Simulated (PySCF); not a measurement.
## Working out the electron affinity of Si

Si- [Ne] 3s2 3p3 (4S) → Si [Ne] 3s2 3p2 (3P). All numbers are calculated (PySCF 2.14, the non-relativistic Hamiltonian (point nucleus), in dyall-av2z). Frozen: [Ne]; the 15 highest virtual orbitals dropped. Energies in hartree (1 hartree = 27.21139 eV):

```json
{"part": "UHF", "Si- (lower)": "-288.882700", "Si (upper)": "-288.850727"}
{"part": "MP2 opposite-spin", "Si- (lower)": "-0.044932", "Si (upper)": "-0.039285"}
{"part": "MP2 same-spin", "Si- (lower)": "-0.019380", "Si (upper)": "-0.008518"}
```

Problem. What does Hartree-Fock give?

Solution. (-288.850727) − (-288.882700) = 0.031973 hartree = 0.870 eV.

Problem. What do MP2 and SCS-MP2 (6/5 opposite-spin, 1/3 same-spin) give?

Solution. The opposite-spin parts differ by 0.154 eV and the same-spin parts by 0.296 eV. MP2: 0.870 + (0.154) + (0.296) = 1.320 eV. SCS-MP2: 0.870 + 1.2 × (0.154) + (0.296)/3 = 1.153 eV.

A first-order spin-orbit estimate adds -0.016 eV to MP2 (valence), giving 1.304 eV against 1.390 eV (measured; photodetachment measurements, as compiled on the Wikipedia data page of electron affinities).

A double-zeta basis recovers only part of the correlation energy.

What remains against the reference includes basis incompleteness, the frozen core and correlation beyond second order.
